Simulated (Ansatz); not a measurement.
# CH7AlO: the cost of one run

Method: RKS PBE0/6-31G*, in Ansatz 0.2.0.

### Step 1. The structure to begin with

Bond lengths: Al1–H3 1.560 Å, Al1–C4 1.970 Å, C4–H5 1.110 Å, C4–H6 1.110 Å, C4–H7 1.110 Å, Al1–O8 2.080 Å, O8–H9 1.010 Å. Angles: H3–Al1–C4 120.0°, H3–Al1–O8 97.0°, C4–Al1–O8 101.2°, Al1–C4–H5 109.5°, Al1–C4–H6 109.5°, Al1–C4–H7 109.5°, H5–C4–H6 109.4°, H5–C4–H7 109.4°, H6–C4–H7 109.4°, Al1–O8–H9 109.5°.

As a file:

```xyz
10

Al    0.0000    0.0000    0.0000
H     0.0000    0.0000    1.9100
H     1.3510    0.0000   -0.7800
C    -1.7060    0.0000   -0.9850
H    -2.2662   -0.9305   -0.7558
H    -2.3102    0.8797   -0.6796
H    -1.5043    0.0508   -2.0753
O     0.0869   -1.9720    0.6559
H    -0.4595   -2.5566    0.0397
H     0.0439   -0.9965    1.8084
```

### Step 2. Pulling towards end A

Springs on the bonds that form and break draw the guess towards this end; the thresholds are loose.

The input, input.yaml:

```yaml
crystal:
  periodic: [false, false, false]
  atoms:
    - { symbol: Al, position_ang: [0.0, 0.0, 0.0] }
    - { symbol: H, position_ang: [0.0, 0.0, 1.91] }
    - { symbol: H, position_ang: [1.351, 0.0, -0.78] }
    - { symbol: C, position_ang: [-1.706, 0.0, -0.985] }
    - { symbol: H, position_ang: [-2.2662, -0.9305, -0.7558] }
    - { symbol: H, position_ang: [-2.3102, 0.8797, -0.6796] }
    - { symbol: H, position_ang: [-1.5043, 0.0508, -2.0753] }
    - { symbol: O, position_ang: [0.0869, -1.972, 0.6559] }
    - { symbol: H, position_ang: [-0.4595, -2.5566, 0.0397] }
    - { symbol: H, position_ang: [0.0439, -0.9965, 1.8084] }
basis:
  gaussian: { orbitals: "6-31G*" }
hamiltonian:
  xc: pbe0
relax:
  f_tol: 0.15
  max_steps: 25
  restrain:
    - { distance: [0, 7], at: 2.98, k: 30.0 }
    - { distance: [9, 1], at: 1.86, k: 30.0 }
    - { distance: [0, 1], at: 1.56, k: 30.0 }
    - { distance: [9, 7], at: 1.01, k: 30.0 }
```

The run is started by

```sh
> ansatz run input.yaml --threads 1 --pin off --max-ram 2048MiB --backend cpu --events-out ev --progress --plain --runs-dir out
```

Q: Estimate wall time and peak memory on 1 thread of Arm Neoverse V1, shared host.

About 38 s, with a peak of 0.14 GiB.
